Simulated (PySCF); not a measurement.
# Ionising BP

ROHF; B def2-TZVPPD, P def2-TZVPPD; no relativity (PySCF 2.14). Neutral (ROHF): triplet (σ ↑, π ↑), Re = 1.715 Å, ωe = 1058 cm⁻¹, De = 1.79 eV, HOMO -8.90 eV, LUMO -0.09 eV.

BP⁺ (UHF): quartet (σ ↑, π ↑↑), Re = 1.831 Å, ωe = 769 cm⁻¹, De = 1.90 eV to B⁺ + P. The energies at the minima are -365.30383 hartree for BP and -365.01680 for BP⁺.

**Question.** Work out the adiabatic ionisation energy, without and with harmonic zero-point energies (1 hartree = 27.2114 eV, 1 eV = 8065.5 cm⁻¹), and the change of the bond length.

**Answer.** At HF: 0.28703 hartree = 7.810 eV between the minima; the zero-point term (769.0 − 1058.0)/2 cm⁻¹ = -0.018 eV makes it 7.793 eV. Re changes by +11.6 pm against the neutral. The electron leaves a π orbital, and the longer bond of the ion fits a bonding orbital, or a change in how ionic the bond is.

UHF and ROHF references stand side by side, which adds small steps between rows. For an ion De counts to the pair picked by the measured ionisation energies or electron affinities, which need not be the lowest pair at this level. Hartree–Fock leaves out correlation, which carries a large part of most bond energies and some tenths to 1 eV of ionisation energies. States were picked by a PBE0 search and need not be the measured ground states.

Neutral and ion stand on different kinds of reference determinant, which adds to the error of the difference.
